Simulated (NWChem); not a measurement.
Everything below was run with NWChem. System: Li, charge 1, spin multiplicity 1. Level: CCSD(T)/def2-TZVP, no orbitals frozen.

The NWChem input:

```
start mol
memory heap 100 mb stack 700 mb global 1900 mb
charge 1
geometry units angstroms nocenter noautoz
  Li     0.000000     0.000000     0.000000
  symmetry group D2h
end
basis spherical
  * library def2-tzvp
end
scf
  rhf
  nopen 0
  maxiter 100
  thresh 1e-7
  semidirect memsize 60000000 filesize 0
end
tce
  ccsd(t)
  2eorb
  2emet 13
  thresh 1e-6
  maxiter 100
  tilesize 24
end
task tce energy
```

Part of the output:

```
             Northwest Computational Chemistry Package (NWChem) 7.3.0
             --------------------------------------------------------

                                NWChem Input Module
                                -------------------

 Scaling coordinates for geometry "geometry" by  1.889725989
 (inverse scale =  0.529177249)

                             Geometry "geometry" -> ""
                             -------------------------

 Output coordinates in angstroms (scale by  1.889725989 to convert to a.u.)

  No.       Tag          Charge          X              Y              Z
 ---- ---------------- ---------- -------------- -------------- --------------
    1 Li                   3.0000     0.00000000     0.00000000     0.00000000

 Effective nuclear repulsion energy (a.u.)       0.0000000000

            Nuclear Dipole moment (a.u.)
            ----------------------------
        X                 Y               Z
 ---------------- ---------------- ----------------
     0.0000000000     0.0000000000     0.0000000000

      Symmetry information
      --------------------

 Group name             D2h
 Group number             26
 Group order               8
 No. of unique centers     1

      Symmetry unique atoms

     1


 Summary of "ao basis" -> "" (spherical)
 ------------------------------------------------------------------------------
       Tag                 Description            Shells   Functions and Types
 ---------------- ------------------------------  ------  ---------------------
 *                         def2-tzvp                  on all atoms

 Summary of "ao basis" -> "ao basis" (spherical)
 ------------------------------------------------------------------------------
       Tag                 Description            Shells   Functions and Types
 ---------------- ------------------------------  ------  ---------------------
 Li                        def2-tzvp                 8       14   5s3p

                                 NWChem SCF Module
                                 -----------------

  ao basis        = "ao basis"
  functions       =    14
  atoms           =     1
  closed shells   =     1
  open shells     =     0
  charge          =   1.00
  wavefunction    = RHF
  use symmetry    = T
  symmetry adapt  = T

 Summary of "ao basis" -> "ao basis" (spherical)
 ------------------------------------------------------------------------------
       Tag                 Description            Shells   Functions and Types
 ---------------- ------------------------------  ------  ---------------------
 Li                        def2-tzvp                 8       14   5s3p

      Symmetry analysis of basis
      --------------------------

        ag          5
        au          0
        b1g         0
        b1u         3
        b2g         0
        b2u         3
        b3g         0
        b3u         3

 Forming initial guess at       0.1s

      Superposition of Atomic Density Guess
      -------------------------------------

 Sum of atomic energies:          -7.43265159

 Renormalizing density from       3.00 to      2

      Non-variational initial energy
      ------------------------------

 Total energy =      -5.435936
 1-e energy   =      -6.475631
 2-e energy   =       1.039696
 HOMO         =      -3.138893
 LUMO         =      -0.348112

      Symmetry analysis of molecular orbitals - initial
      -------------------------------------------------

 !! scf_movecs_sym_adapt:    9 vectors were symmetry contaminated

  Symmetry fudging

 !! scf_movecs_sym_adapt:    9 vectors were symmetry contaminated

  Numbering of irreducible representations:

     1 ag          2 au          3 b1g         4 b1u         5 b2g
     6 b2u         7 b3g         8 b3u

  Orbital symmetries:

     1 ag          2 ag          3 b2u         4 b3u         5 b1u
     6 ag          7 b2u         8 b3u         9 b1u        10 ag
    11 b3u

 Starting SCF solution at       0.1s

 ----------------------------------------------
         Quadratically convergent ROHF

 Convergence threshold     :          1.000E-07
 Maximum no. of iterations :          100
 Final Fock-matrix accuracy:          1.000E-09
 ----------------------------------------------

              iter       energy          gnorm     gmax       time
             ----- ------------------- --------- --------- --------
                 1       -7.2256198570  6.77D-01  4.56D-01      0.1
                 2       -7.2362912706  4.63D-02  3.93D-02      0.1
                 3       -7.2363723698  6.43D-05  5.77D-05      0.1
                 4       -7.2363723700  3.36D-10  3.09D-10      0.1

       Final RHF  results
       ------------------

         Total SCF energy =     -7.236372369969
      One-electron energy =     -8.888087508258
      Two-electron energy =      1.651715138290
 Nuclear repulsion energy =      0.000000000000

        Time for solution =      0.0s

       Symmetry analysis of molecular orbitals - final
       -----------------------------------------------

  Numbering of irreducible representations:

     1 ag          2 au          3 b1g         4 b1u         5 b2g
     6 b2u         7 b3g         8 b3u

  Orbital symmetries:

     1 ag          2 ag          3 b1u         4 b3u         5 b2u
     6 ag          7 b3u         8 b1u         9 b2u        10 ag
    11 b1u

             Final eigenvalues
             -----------------

              1
    1   -2.7923
    2   -0.1963
    3   -0.1209
    4   -0.1209
    5   -0.1209
    6   -0.0278
    7    0.3789
    8    0.3789
    9    0.3789
   10    1.3344
   11    5.9773

                       ROHF Final Molecular Orbital Analysis
                       -------------------------------------

 Vector    2  Occ=0.000000D+00  E=-1.962722D-01  Symmetry=ag
              MO Center=  0.0D+00,  0.0D+00,  0.0D+00, r^2= 5.0D+00
   Bfn.  Coefficient  Atom+Function         Bfn.  Coefficient  Atom+Function
  ----- ------------  ---------------      ----- ------------  ---------------
     5      0.552696  1 Li s                  4      0.546967  1 Li s

 Vector    3  Occ=0.000000D+00  E=-1.209300D-01  Symmetry=b1u
              MO Center= -2.6D-47, -2.7D-47, -2.7D-16, r^2= 5.3D+00
   Bfn.  Coefficient  Atom+Function         Bfn.  Coefficient  Atom+Function
  ----- ------------  ---------------      ----- ------------  ---------------
    11      0.938928  1 Li pz

 Vector    4  Occ=0.000000D+00  E=-1.209300D-01  Symmetry=b3u
              MO Center= -1.9D-16, -1.6D-47,  5.2D-47, r^2= 5.3D+00
   Bfn.  Coefficient  Atom+Function         Bfn.  Coefficient  Atom+Function
  ----- ------------  ---------------      ----- ------------  ---------------
     9      0.938928  1 Li px

 center of mass
 --------------
 x =   0.00000000 y =   0.00000000 z =   0.00000000

 moments of inertia (a.u.)
 ------------------
           0.000000000000           0.000000000000           0.000000000000
           0.000000000000           0.000000000000           0.000000000000
           0.000000000000           0.000000000000           0.000000000000

  Mulliken analysis of the total density
  --------------------------------------

    Atom       Charge   Shell Charges
 -----------   ------   -------------------------------------------------------
    1 Li   3     2.00   0.36  1.29  0.35  0.00 -0.00  0.00  0.00  0.00

       Multipole analysis of the density wrt the origin
       ------------------------------------------------

     L   x y z        total         open         nuclear
     -   - - -        -----         ----         -------
     0   0 0 0      1.000000      0.000000      3.000000

     1   1 0 0      0.000000      0.000000      0.000000
     1   0 1 0      0.000000      0.000000      0.000000
     1   0 0 1      0.000000      0.000000      0.000000

     2   2 0 0     -0.296805      0.000000      0.000000
     2   1 1 0      0.000000      0.000000      0.000000
     2   1 0 1      0.000000      0.000000      0.000000
     2   0 2 0     -0.296805      0.000000      0.000000
     2   0 1 1      0.000000      0.000000      0.000000
     2   0 0 2     -0.296805      0.000000      0.000000

                   NWChem Extensible Many-Electron Theory Module
                   ---------------------------------------------


            General Information
            -------------------
      Number of processors :     1
         Wavefunction type : Restricted Hartree-Fock
          No. of electrons :     2
           Alpha electrons :     1
            Beta electrons :     1
           No. of orbitals :    28
            Alpha orbitals :    14
             Beta orbitals :    14
        Alpha frozen cores :     0
         Beta frozen cores :     0
     Alpha frozen virtuals :     0
      Beta frozen virtuals :     0
         Spin multiplicity : singlet
    Number of AO functions :    14
       Number of AO shells :     8
        Use of symmetry is : on
      Symmetry adaption is : on
         Schwarz screening : 0.10D-09

          Correlation Information
          -----------------------
          Calculation type : Coupled-cluster singles & doubles w/ perturbation
   Perturbative correction : (T)
            Max iterations :      100
        Residual threshold : 0.10D-05
     T(0) DIIS level shift : 0.00D+00
     L(0) DIIS level shift : 0.00D+00
     T(1) DIIS level shift : 0.00D+00
     L(1) DIIS level shift : 0.00D+00
     T(R) DIIS level shift : 0.00D+00
     T(I) DIIS level shift : 0.00D+00
   CC-T/L Amplitude update :  5-th order DIIS
                I/O scheme : Global Array Library
        L-threshold :  0.10D-05
        EOM-threshold :  0.10D-05
 no EOMCCSD initial starts read in
 TCE RESTART OPTIONS
 SLICE:      F
 D4D5:       F
 quantumc:   F
 qrotation:  F
 pwtce:      F
 qducc:      F
 nacto:                         0
 nrotv:                         0
 nrot:                          0

            Memory Information
            ------------------
          Available GA space size is     249036604 doubles
          Available MA space size is     104856668 doubles

 Maximum block size supplied by input
 Maximum block size        24 doubles

 tile_dim =      4

 -------------------------------------------------

 Global array virtual files algorithm will be used

 Parallel file system coherency ......... OK

 4-electron integrals stored in orbital form

 v2    file size   =             2220
 4-index algorithm nr.  13 is used
 imaxsize =       30
 imaxsize ichop =        0


CCSD iterations
 ---------------------------------------------------------
 Iter          Residuum       Correlation     Cpu    Wall
 ---------------------------------------------------------
    1   0.0852879557681  -0.0299334118379     0.0     0.0
    2   0.0119367826703  -0.0336180897128     0.0     0.0
    3   0.0018656684062  -0.0341110809850     0.0     0.0
    4   0.0003324951437  -0.0341821575471     0.0     0.0
    5   0.0000679616270  -0.0341931338363     0.0     0.0
    6   0.0000025139325  -0.0341953891324     0.0     0.0
    7   0.0000004834835  -0.0341953816762     0.0     0.0
 -----------------------------------------------------------------
 Iterations converged
 CCSD correlation energy / hartree =        -0.034195381676198
 CCSD total energy / hartree       =        -7.270567751644884

 Singles contributions

 Doubles contributions
 CCSD(T)
 Using plain CCSD(T) code
             total no. of tasks           11
 total no. of tasks / no. procs           11
                         wl_min           36           1.8
                         wl_max           64           2.0
        thresh for no. of tasks           11

 CCSD[T]  correction energy / hartree =        -0.000000000000000
 CCSD[T] correlation energy / hartree =        -0.034195381676198
 CCSD[T] total energy / hartree       =        -7.270567751644884
 CCSD(T)  correction energy / hartree =        -0.000000000000000
 CCSD(T) correlation energy / hartree =        -0.034195381676198
 CCSD(T) total energy / hartree       =        -7.270567751644884

 Task  times  cpu:        0.2s     wall:        0.2s

 Total times  cpu:        0.2s     wall:        0.2s
```
